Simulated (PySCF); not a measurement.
## Dipole moment and polarisability across levels of theory

Species: nitrosyl fluoride, FNO.
Bonds: O1–N2 (double), N2–F3.

PySCF, dipoles from the SCF density, polarisabilities from static response with core orbitals frozen. Geometry: PBE0-D3(BJ)/def2-SVP; no solvent, vibrations or thermal averaging.

Problem. Which levels come closest to the reference values?

Solution. 

| level | μ (D) | error (%) | α (au) | error (%) | anisotropy (au) |
| --- | --- | --- | --- | --- | --- |
| LDA/def2-SVPD | 1.016 | -43.9 | 16.74 | -2.8 | 11.03 |
| PBE/def2-SVPD | 1.039 | -42.6 | 16.75 | -2.8 | 11.22 |
| B3LYP/def2-SVPD | 1.135 | -37.3 | 16.21 | -5.9 | 10.86 |
| PBE0/def2-SVPD | 1.139 | -37.1 | 15.98 | -7.2 | 10.68 |
| BHandHLYP/def2-SVPD | 1.226 | -32.3 | 15.54 | -9.8 | 10.47 |
| CAM-B3LYP/def2-SVPD | 1.169 | -35.4 | 16.12 | -6.4 | 10.74 |
| wB97X-D/def2-SVPD | 1.153 | -36.3 | 16.10 | -6.5 | 10.59 |
| LC-wPBE/def2-SVPD | 1.161 | -35.8 | 16.00 | -7.1 | 10.60 |
| HF/def2-SVPD | 1.305 | -27.9 | 15.04 | -12.7 | 10.36 |
| PBE0/6-31G* | 0.885 | -51.1 | 11.42 | -33.7 | 10.60 |

Reference dipole: 1.810 D (measured, gas; NIST CCCBDB Release 22 (SRD 101), experimental dipoles). Reference dipole: 1.697 D (computed, CCSD(T)/CBS, all electrons, equilibrium geometry, gas; Hait, Head-Gordon, J. Chem. Theory Comput. 14 (2018) 1969). Reference polarisability: 2.552 Å³ (computed, CCSD(T)/CBS, static electronic, isotropic average, equilibrium geometry, gas; Hait, Head-Gordon, Phys. Chem. Chem. Phys. 20 (2018) 19800). Errors are taken against the first value of each kind. The anisotropy is √(½[(α1 − α2)² + (α2 − α3)² + (α3 − α1)²]). For the dipole, the smallest error is 27.9% (HF/def2-SVPD) and the largest 51.1% (PBE0/6-31G*). Even the closest misses by 28%. For the polarisability, the smallest error is 2.8% (PBE/def2-SVPD and LDA/def2-SVPD) and the largest 33.7% (PBE0/6-31G*). The dipole runs from 0.88 D (PBE0/6-31G*) to 1.31 D (HF/def2-SVPD). In one basis (def2-SVPD) the functionals order the polarisability from HF (lowest) to PBE (highest), a spread of 11%. With PBE0 the polarisability is 11.42 au without diffuse functions (6-31G*) and 15.98 au with them (def2-SVPD). Measured values can belong to vibrating molecules; the computed ones are for one fixed geometry.
